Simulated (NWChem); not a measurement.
Species: formamide (CH₃NO); SMILES NC=O

```xyz
6

N     -0.1774     1.0773     0.0000
C      0.3851    -0.1549     0.0000
O     -0.2212    -1.1978     0.0000
H     -1.1870     1.1589     0.0000
H      0.3853     1.9157     0.0000
H      1.5029    -0.1038     0.0000
```
Atoms are numbered in this order, from 1.

All runs: NWChem. Pople sets run with spherical d functions. All runs use the structure optimised with PBE0/def2-SVP. Hybrids' shares of exact exchange are those that their runs print; pure functionals count as 0. The functionals differ in more than this share.

```
row               share of exact exchange  highest occupied level (eV)
----------------  -----------------------  ---------------------------
PBE/6-31G*                           0.00                        -5.48
OLYP/6-31G*                          0.00                        -5.39
TPSSh/6-31G*                         0.10                        -6.30
B3LYP/6-31G*                         0.20                        -6.92
MPW1K/6-31G*                         0.43                        -8.55
BHandHLYP/6-31G*                     0.50                     withheld
```

Q: Fit a straight line of the last column on the one before it, predict the withheld value, and compare with the run.

A: 
1. Means of the 5 shown rows: x = 0.146, y = -6.528. Slope Σ(x − x̄)(y − ȳ)/Σ(x − x̄)² = -0.9251/0.1283 = -7.209; intercept -5.475.
2. The shown rows scatter about the line by 0.061 (root mean square); the largest residual is -0.10, at TPSSh/6-31G*.
3. At x = 0.50 (BHandHLYP/6-31G*; beyond the shown range) the line gives -9.08.
4. The run gives -8.89, +0.19 from the line, 3.1 times the scatter.
